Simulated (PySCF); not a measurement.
## C4S: g tensor and hyperfine couplings

Tetracarbon monosulfide, C4S (triplet state).
Numbering: `[C:1]=[C:2]=[C:3]=[C:4]=[S:5]`

Level of theory: UKS B3LYP, IGLO-III on C S, non-relativistic, mean-field spin-orbit, GIAO in PySCF 2.14.0. Isolated species at its PBE0-D3(BJ)/def2-SVP geometry, gas phase. The SCF solution wasn't tested for stability.

```
g1, g2, g3                      : 2.00219, 2.00473, 2.00473
g_iso                           : 2.00388
Form of g                       : axial
⟨S²⟩                            : 2.0317 (exact 2.0000)
D, E                            : 3.581, 0.000 cm⁻¹
α and β electrons               : 21, 19
HOMO–LUMO gap, α and β orbitals : 5.07, 3.13 eV
Total energy                    : -550.48137 Eh
```

Hyperfine couplings atom by atom, in MHz; T1 to T3 are the principal values of the dipolar part:

```csv
atom,isotope,a_iso,of which spin–orbit,T1,T2,T3,Mulliken spin population
C1,13C,18.7,-0.1,-32.2,16.1,16.1,0.72
C2,13C,-13.7,-0.3,-1.5,0.7,0.7,0.13
C3,13C,2.6,0.0,-14.6,7.3,7.3,0.34
C4,13C,-10.0,-0.2,-7.4,3.7,3.7,0.10
S5,33S,9.0,-0.3,-33.9,16.9,16.9,0.71
```

The largest Mulliken spin populations are on C1 (+0.72), S5 (+0.71), C3 (+0.34) and C2 (+0.13). Three atoms exceed +0.15.

Axes: g1 lies along the molecular axis.

The 33S coupling of S5 (9.0 MHz) shows only in satellite lines or after enrichment, since that isotope makes up about 0.76 % of natural sulfur.

The 13C coupling of C1 (18.7 MHz) shows only in satellite lines or after enrichment, since that isotope makes up about 1.07 % of natural carbon.

The spin density at the nucleus, in bohr⁻³, is negative for C2 (-0.0239) and C4 (-0.0175), for instance. A restricted open-shell determinant has no negative spin density anywhere; here it arises because α and β orbitals differ (spin polarisation).
